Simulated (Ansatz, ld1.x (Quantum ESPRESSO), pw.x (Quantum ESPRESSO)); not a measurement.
**pw.x on fcc Mg: one setting changed**

Potential: ultrasoft, ld1.x (Quantum ESPRESSO) 7.5, LDA (PW92); core [Ne], reference 3s1.75 3p0; waves: 3s (bound): rcut 2.15, rcutus 2.35 bohr; 3s channel at -0.05 Ry: rcut 2.15, rcutus 2.35 bohr; 3p (bound, empty): rcut 1.95, rcutus 2.64 bohr; 3p channel at 2.05 Ry: rcut 1.95, rcutus 2.64 bohr; local part: all-electron potential smoothed inside 2.15 bohr (lloc = -2); core correction: none; augmentation: built from norm-conserving waves at rcut, not smoothed further.

The reference run (k-mesh 13³, cutoffs 40/600 Ry, Fermi–Dirac 0.01 Ry, mixing_beta 0.4, conv_thr 1e-9, no spin) gives 0.21 GPa at 21.873 Å³/atom, where all-electron LAPW gives -0.08 GPa. This run, with its own iteration cap, changes smearing to mv.

```
&control
  calculation='scf', prefix='x', pseudo_dir='./', outdir='./tmp', tstress=.true., disk_io='none'
/
&system
  ibrav=0, nat=1, ntyp=1, ecutwfc=40, ecutrho=600, nbnd=8,
  occupations='smearing', smearing='mv', degauss=0.01
/
&electrons
  conv_thr=1e-09, mixing_beta=0.4, electron_maxstep=60
/
ATOMIC_SPECIES
Mg 1.0 Mg.UPF
CELL_PARAMETERS angstrom
  0.00000000 2.21969235 2.21969235
  2.21969235 0.00000000 2.21969235
  2.21969235 2.21969235 0.00000000
ATOMIC_POSITIONS crystal
Mg 0.0000 0.0000 0.0000
K_POINTS automatic
13 13 13 0 0 0
```

```bash
pw.x < Mg.scf.in > Mg.scf.out
```

Question: How does the run end?

Answer: It converges in 5 iterations; the free energy moves by +12.8 meV/atom and the pressure by -0.07 GPa. This scheme is built to cancel the term in the square of the width that Fermi–Dirac smearing leaves in the F of a metal.

```
Message from routine setup:
     using ibrav=0 with symmetry is DISCOURAGED, use correct ibrav instead
     lattice parameter (alat)  =       5.9321  a.u.
     unit-cell volume          =     147.6063 (a.u.)^3
     number of electrons       =         2.00
     number of Kohn-Sham states=            8
     kinetic-energy cutoff     =      40.0000  Ry
     charge density cutoff     =     600.0000  Ry
     scf convergence threshold =      1.0E-09
     Exchange-correlation= PW
     number of k points=    84  Marzari-Vanderbilt smearing, width (Ry)=  0.0100
     iteration #  1     ecut=    40.00 Ry     beta= 0.40
     total energy              =      -1.79611931 Ry
     estimated scf accuracy    <       0.00375245 Ry
     iteration #  2     ecut=    40.00 Ry     beta= 0.40
     total energy              =      -1.79628883 Ry
     estimated scf accuracy    <       0.00135653 Ry
     iteration #  3     ecut=    40.00 Ry     beta= 0.40
     total energy              =      -1.79629640 Ry
     estimated scf accuracy    <       0.00000078 Ry
     iteration #  4     ecut=    40.00 Ry     beta= 0.40
     total energy              =      -1.79629646 Ry
     estimated scf accuracy    <       0.00000009 Ry
     iteration #  5     ecut=    40.00 Ry     beta= 0.40
     the Fermi energy is     3.7211 ev
!    total energy              =      -1.79629646 Ry
     estimated scf accuracy    <          1.2E-11 Ry
     smearing contrib. (-TS)   =      -0.00000168 Ry
     The total energy is F=E-TS. E is the sum of the following terms:
     one-electron contribution =       1.25358717 Ry
     hartree contribution      =       0.00353423 Ry
     xc contribution           =      -0.86734339 Ry
     ewald contribution        =      -2.18607279 Ry
     convergence has been achieved in   5 iterations
          total   stress  (Ry/bohr**3)                   (kbar)     P=        1.40
     Message from routine punch:
     Nothing written, as per user request (disk_io='none')
```

The run took about 6.6 s on one core of a shared host (Intel(R) Xeon(R) Platinum 8488C, 96 threads, 744 GiB, load 83).
